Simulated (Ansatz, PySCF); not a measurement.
Gas-phase enthalpy of formation at 298 K, by the atomisation route, of COC=O (SMILES; C2H4O2, methyl formate). Each molecule is optimised on its own at B3LYP-D3(BJ)/def2-TZVP (Ansatz, a program for electronic structure), one conformer each, not searched for the lowest. Cores are frozen in the correlated levels unless marked. Open shells are spin-unrestricted. Spin-orbit coupling is left out. No relativistic terms. CBS(X,Y): correlation extrapolated as X^-3; Hartree-Fock from the larger set. The bracket is a focal-point correction in the basis named. Thermal terms are rigid-rotor harmonic-oscillator values from B3LYP-D3(BJ) frequencies (PySCF) at 298.15 K and 1 atm. 1 Eh = 627.5095 kcal/mol.

| species | count | E, RI-MP2/CBS(aug-cc-pVTZ,aug-cc-pVQZ)+[CCSD(T)-MP2]/aug-cc-pVTZ (Ansatz) (Eh) | E, PBE/def2-TZVPD (Ansatz) (Eh) | measured ΔHf at 0 K (kcal/mol) | H(298) - H(0) of the element (kcal/mol) |
|---|---|---|---|---|---|
| COC=O | 1 | -228.84620 | -228.90319 | - | - |
| C atom | 2 | -37.79159 | -37.79605 | 169.98 | 0.25 |
| H atom | 4 | -0.49995 | -0.49962 | 51.63 | 1.01 |
| O atom | 2 | -75.00563 | -75.01069 | 58.99 | 1.04 |

Molecule: zero-point energy 38.81, H(298) - H(0) 3.44 kcal/mol. The route leaves out scalar relativity and anharmonic zero-point terms, the atoms' spin-orbit terms, and in the frozen-core level the core correlation. Atomic data: G2/97 table in ASE.

Work out De, D0 and ΔHf at 0 and 298 K at both levels, and their errors against the measured value.


The atoms' values sum to 664.46 (0 K) and 6.62 (thermal), in kcal/mol.
- RI-MP2/CBS(aug-cc-pVTZ,aug-cc-pVQZ)+[CCSD(T)-MP2]/aug-cc-pVTZ: De = 785.62; D0 = 785.62 - 38.81 = 746.81; ΔHf(0 K) = 664.46 - 746.81 = -82.35; ΔHf(298 K) = -82.35 + 3.44 - 6.62 = -85.53; error -0.0.
- PBE/def2-TZVPD: De = 810.26; D0 = 810.26 - 38.81 = 771.45; ΔHf(0 K) = 664.46 - 771.45 = -106.99; ΔHf(298 K) = -106.99 + 3.44 - 6.62 = -110.17; error -24.7.
Measured: -85.5 kcal/mol (Active Thermochemical Tables 1.112 (ions: stationary electron), as tabulated in the package chemicals).
